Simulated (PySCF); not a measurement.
Species: CH5FSi.
SMILES: `FC[SiH3]`

A PySCF run (density fitting, gas phase, GFN2-xTB geometry) gave HOMO -8.68 eV, LUMO 0.32 eV, dipole 1.66 D and E = -429.967 Eh.

**Question.** Which of these levels was it?
A. B3LYP/pcSseg-1
B. PBE0/def2-SVPD
C. PBE0/pcSseg-1

**Answer.** B. It is PBE0/def2-SVPD. All candidates on this geometry:

| level and settings | kind | basis functions | SCF cycles | E (Eh) | HOMO (eV) | LUMO (eV) | dipole (D) |
| --- | --- | --- | --- | --- | --- | --- | --- |
| B3LYP/pcSseg-1, start guess atom | global hybrid | 83 | 9 | -430.4301 | -8.31 | 0.38 | 1.74 |
| PBE0/def2-SVPD | global hybrid | 107 | 12 | -429.9669 | -8.68 | 0.32 | 1.66 |
| PBE0/pcSseg-1 | global hybrid | 83 | 12 | -430.1284 | -8.56 | 0.62 | 1.75 |

The nearest other candidate, by the summed differences of HOMO and LUMO, is PBE0/pcSseg-1: its HOMO differs by +0.12 eV and its LUMO by +0.30 eV. Cycle counts include a coarse-grid stage where the run had one.
